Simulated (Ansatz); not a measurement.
Basis-set extrapolation for C₅H₁₀ (`C=CCCC`) (PBE0-D4/def2-TZVP geometry, frozen core, the Gaussian-basis code of Ansatz). Multiplicity 1, RHF reference.

|  | def2-TZVPP | def2-QZVPP |
| --- | --- | --- |
| HF | -195.216024 | -195.225195 |
| MP2 correlation | -0.856997 | -0.910375 |
| CCSD(T) correlation | -0.948495 | not run |

Energies in hartree. Use E(X) = E(∞) + A·exp(−7.88·√X) for Hartree–Fock and E(X) = E(∞) + B·X^(−2.97) for correlation, with X = 3 and 4, and add CCSD(T) minus MP2 of the smaller set to the MP2 limit.

Task: What is the CCSD(T) energy at the basis-set limit?

Result: HF limit: -195.225195 + (-0.009171) × 0.13774 = -195.22646. MP2 limit: -0.910375 + (-0.053378) × 0.74074 = -0.94991. Higher-order term: -0.948495 − (-0.856997) = -0.09150. Total: -196.26787 hartree, 64.9 kcal/mol below CCSD(T)/def2-TZVPP.
